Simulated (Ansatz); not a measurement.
# Correcting a cheap level on N-containing molecules

The atomisation enthalpy at 298 K in kJ/mol of 6 N-containing molecules: x at BHLYP/cc-pVTZ, y from tabulated heats of molecules and atoms (Active Thermochemical Tables, NIST-JANAF tables). Shapes, held fixed at every level: PBE0-D4/def2-TZVP. Flexible molecules stand in one conformer, not always the lowest. Computed values hold a harmonic thermal term (PBE0-D4/def2-TZVP) and the atoms' spin-orbit lowering. Programs: Ansatz 0.2.0.

```
                  molecule  x (kJ/mol)  y (kJ/mol)
  NClO (nitrosyl chloride)         642         790
NF3 (nitrogen trifluoride)         679         843
       N2O (nitrous oxide)         956           ?
        HOCN (cyanic acid)        1540        1671
          N2H4 (hydrazine)        1644        1721
        CH3N (methanimine)        1684        1755
```

Question: Fit y = c + s·x to the known rows and predict y for N2O.

Answer: 
1. Means of the 5 rows: x = 1237.80, y = 1356.0.
2. Σ(Δx)² = 1122653, Σ(Δx·Δy) = 1045377, so the slope is 1045377/1122653 = 0.93117.
3. Intercept: 1356.0 − (0.93117) × 1237.80 = 203.4. The largest residual of the fit is 34.
4. N2O: 203.4 + 0.93117 × 956 = 1094 kJ/mol.

The tabulated heats give 1112 kJ/mol, so the prediction is off by -18 kJ/mol, within the largest residual. Uncorrected, BHLYP/cc-pVTZ misses it by -156 kJ/mol, and the other rows by 118 on average. The line removes about 90 % of this miss. Left out in turn, the other rows are missed by 26 kJ/mol on average, so much of the error is systematic among these molecules.
